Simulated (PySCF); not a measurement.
System (SMILES): ClB(Cl)Cl.
Geometry (B3LYP-D3(BJ)/def2-TZVP, fixed):
```xyz
4

B      0.0000     0.0000     0.0000
Cl     0.0051     1.7450    -0.0247
Cl     1.5085    -0.8773    -0.0189
Cl    -1.5136    -0.8677     0.0437
```

How fast the isotropic shielding of B1 converges with the basis for several methods (PySCF): deviation from each method's own reference, in ppm. References: HF 57.59 ppm, the value in pcseg-3; PBE 42.93 ppm, the value in pcseg-3; PBE0 45.93 ppm, the value in pcseg-3. All functions are spherical. No added dispersion term, no relativity. GIAO; atoms are numbered in the order shown.

```json
[
 {"basis": "3-21G", "functions": "48", "HF": "14.47", "PBE": "26.28", "PBE0": "…"},
 {"basis": "def2-SV(P)", "functions": "68", "HF": "12.54", "PBE": "18.16", "PBE0": "…"},
 {"basis": "cc-pV(D+d)Z", "functions": "83", "HF": "14.71", "PBE": "20.04", "PBE0": "…"},
 {"basis": "aug-cc-pV(D+d)Z", "functions": "119", "HF": "15.02", "PBE": "17.51", "PBE0": "…"},
 {"basis": "pcseg-2", "functions": "132", "HF": "-0.61", "PBE": "0.82", "PBE0": "…"},
 {"basis": "def2-TZVP", "functions": "142", "HF": "4.49", "PBE": "5.83", "PBE0": "…"},
 {"basis": "cc-pV(T+d)Z", "functions": "147", "HF": "6.19", "PBE": "6.43", "PBE0": "…"},
 {"basis": "cc-pCVTZ", "functions": "220", "HF": "4.82", "PBE": "1.37", "PBE0": "…"}
]
```

Problem. Fill in the missing entries.

Solution. 
- 3-21G, PBE0: 23.03
- def2-SV(P), PBE0: 16.43
- cc-pV(D+d)Z, PBE0: 18.29
- aug-cc-pV(D+d)Z, PBE0: 16.85
- pcseg-2, PBE0: 0.34
- def2-TZVP, PBE0: 5.42
- cc-pV(T+d)Z, PBE0: 6.52
- cc-pCVTZ, PBE0: 2.38

Mean absolute deviation over pcseg-2, def2-TZVP, cc-pV(T+d)Z, cc-pCVTZ: PBE 3.61, PBE0 3.67, HF 4.03 ppm.
